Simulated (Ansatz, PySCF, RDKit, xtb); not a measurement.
# [CH5N2]−: a search for the lowest isomer

Given the formula [CH5N2]− (charge -1) and nothing else, which arrangement of the atoms is the most stable in the gas at 298.15 K, and what are its properties?

The funnel: GFN2-xTB relaxations, single points with a density functional, relaxations at r2SCAN-D4/def2-SVPD, harmonic vibrations, and a last energy at a higher level. All values are calculated.

6 further runs of the same task are left out: 6 set aside as unsound or not needed.

## Step 1: Possible bonding patterns

A program enumerates the bonding patterns with one Lewis structure each (two rings at most, one unusual centre or charged pair), with their diastereomers. O–O, O–halogen and N–halogen bonds and N–N–N chains are not drawn. That gives 8 candidates.

```csv
label,SMILES,spin
c005,CN[NH-],singlet
c407,[NH-]CN,singlet
c433,N[CH-]N,singlet
c508,C[N-]N,singlet
c636,[CH2-]NN,singlet
c673,[CH2-][N-][NH3+],singlet
c724,[NH-][CH-][NH3+],singlet
c987,[CH2-][NH2+][NH-],singlet
```

Candidates are built by distance geometry, with a force field where one applies, in up to four conformers (letters a to d).

Q: Predict the outcome of this search (final energies at CCSD(T)/def2-SVPD + MP2/def2-TZVPPD - MP2/def2-SVPD).

| quantity | value |
| --- | --- |
| lowest structure found | [NH-]CN, singlet, C1 |
| next finalist | C[N-]N, singlet, 28.7 kcal/mol higher in G |
| share at equilibrium, among the finalists | 100.0 % |
| harmonic wavenumbers, lowest and highest (r2SCAN-D4/def2-SVPD) | 255 and 3460 cm⁻¹ |
| rotational constants, same geometry | 1.275, 0.3166, 0.2851 cm⁻¹ |
| HOMO energy (PBE0/def2-TZVPD) | 0.89 eV |
| LUMO energy (PBE0/def2-TZVPD) | 4.68 eV |
| HOMO–LUMO gap (to an unbound level, set by the basis) (PBE0/def2-TZVPD) | 3.79 eV |
| lowest excitation (TD-B3LYP/def2-SVPD) | 3.10 eV (f = 0.043) |
| strongest of the states computed, same level | 3.90 eV (f = 0.058) |
| lowest triplet excitation, same level, Tamm-Dancoff | 2.74 eV |
| vertical detachment energy | 0.98 eV |
| vertical triplet less singlet | +2.31 eV |

`[NH-]CN` comes out lowest. The margin of 28.7 kcal/mol over the next finalist is beyond the usual error of the last level; it says nothing of structures that weren't ranked. GFN2-xTB, r2SCAN-D4/def2-SVPD, r2SCAN-D4/def2-SVPD, relaxed, HF/def2-SVPD and MP2/def2-SVPD already put its bonding pattern lowest among the structures in one piece; HF/STO-3G favours the singlet C[N-]N. A loose complex, [H].[NH][CH][NH2] ‡, lay +1.1 kcal/mol from the best structure in one piece at the screening level; it was neither relaxed nor ranked, and may be the true minimum. In an anion, excitations above the detachment energy lie in the continuum and hang on the basis, so they needn't be bound states. The search is not exhaustive (a finite list of starts, one conformer a finalist), so a lower isomer can't be ruled out. Patterns outside the rules of the enumeration were met only by chance.

‡ marks the bonded skeleton alone, with all bonds drawn single: no Lewis structure was assigned that passes a check against the bond lengths.
